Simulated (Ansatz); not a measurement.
Input file for Ansatz (a first-principles code): R-wB97M-V/def2-TZVPPD on PH3 (SMILES P). Files ending in .json are basis or fitting sets from the Basis Set Exchange.

Ansatz 0.2 input:
```yaml
crystal:
  periodic: [false, false, false]
  atoms:
    - {symbol: P, position_ang: [0.00000000, 0.00000000, 0.12641100]}
    - {symbol: H, position_ang: [1.19133900, 0.00000000, -0.63205600]}
    - {symbol: H, position_ang: [-0.59566900, -1.03173000, -0.63205600]}
    - {symbol: H, position_ang: [-0.59566900, 1.03173000, -0.63205600]}
basis:
  gaussian:
    orbitals: def2-TZVPPD.json
hamiltonian:
  xc: {name: wB97M-V}
scf: {lower_state_search: off}
```

Program output:

```
WARN ansatz: RAYON_NUM_THREADS=1 ignored (pool sized by the plan → 1); use --threads N
Functional definition: wB97M-V
these checks for a lower state are left out or cut short: stability, starts, cluster_reference, orbital_swaps, neighbouring_geometries, increment
integrals: 0.03 GiB planned
502 factors; their error is unknown
integrals: 0.06 GiB planned
148 factors; integrals over basis functions are off by at most 2.3e-5 eV
mean field: 0.30 GiB planned
mean field evaluation 1: about -9336.4464 eV, gradient 7.2e0 eV
mean field evaluation 2: about -9336.6312 eV, gradient 3.5e0 eV
mean field evaluation 4: about -9336.6608 eV, gradient 1.7e-1 eV
mean field evaluation 8: about -9336.6622 eV, gradient 3.2e-2 eV
mean field evaluation 16: about -9336.6622 eV, gradient 2.4e-6 eV
mean field -9336.66215550 eV, -343.1160055978 hartree, gradient 2.4e-6 eV, S^2 0.000000; 0 other end points of the search recorded, 0 dependent functions left out
reference -9336.66218994 eV, -343.1160068634 hartree; 9, 9 occupied and 90, 90 virtual orbitals, 502 factors
Total energy: -9336.66218994 eV, -343.1160068634 hartree
Checks for a lower state left out: stability, starts, cluster_reference, orbital_swaps, neighbouring_geometries, increment
```

The calculation finished and met its thresholds.

Cost: about 1.0 core-seconds (a rough figure).
